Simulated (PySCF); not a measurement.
BCl₃.NH₃, optimised at HF/6-31G*:

```xyz
8

N     -0.0118     0.0073     0.0109
B     -0.0178     0.6552    -1.4825
Cl     1.7504     0.7625    -1.9615
Cl    -0.8247     2.2918    -1.2876
Cl    -0.9845    -0.5208    -2.5073
H      0.4181    -0.9042    -0.0005
H      0.5032     0.5933     0.6489
H     -0.9529    -0.0899     0.3583
```

Method: PySCF energies (xtb for GFN2) plus ideal-gas RRHO corrections (1 bar). 6-31G* has spherical d functions here. All species are closed-shell singlets. B3LYP is the form with VWN-RPA correlation. Adducts (BCl₃.NH₃) have no counterpoise correction, and HF, PBE, BLYP, B3LYP and PBE0 lack dispersion. BCl₃.NH₃: computed as isolated molecules; such fragments, hydroxides, amides, oligomers or adducts are transient or little studied in the gas.

Q: List the harmonic frequencies (cm⁻¹, unscaled) at this level and at the other levels, each on its own geometry.

A: 
- HF/6-31G*: 220, 220, 249, 313, 313, 330, 495, 749, 749, 802, 1075, 1075, 1576, 1817, 1818, 3647, 3770, 3770
- B3LYP/6-31G*: 203, 203, 221, 290, 290, 308, 465, 690, 690, 753, 994, 994, 1425, 1678, 1678, 3415, 3532, 3532
- GFN2-xTB: 86, 175, 175, 248, 248, 270, 431, 533, 534, 613, 831, 831, 1282, 1442, 1442, 3334, 3344, 3344
- PBE/def2-SVP: 141, 196, 196, 274, 274, 299, 460, 678, 678, 746, 945, 945, 1279, 1538, 1538, 3339, 3466, 3466
- PBE0/def2-TZVP: 201, 201, 209, 289, 289, 308, 476, 699, 699, 796, 988, 988, 1372, 1634, 1634, 3454, 3570, 3570
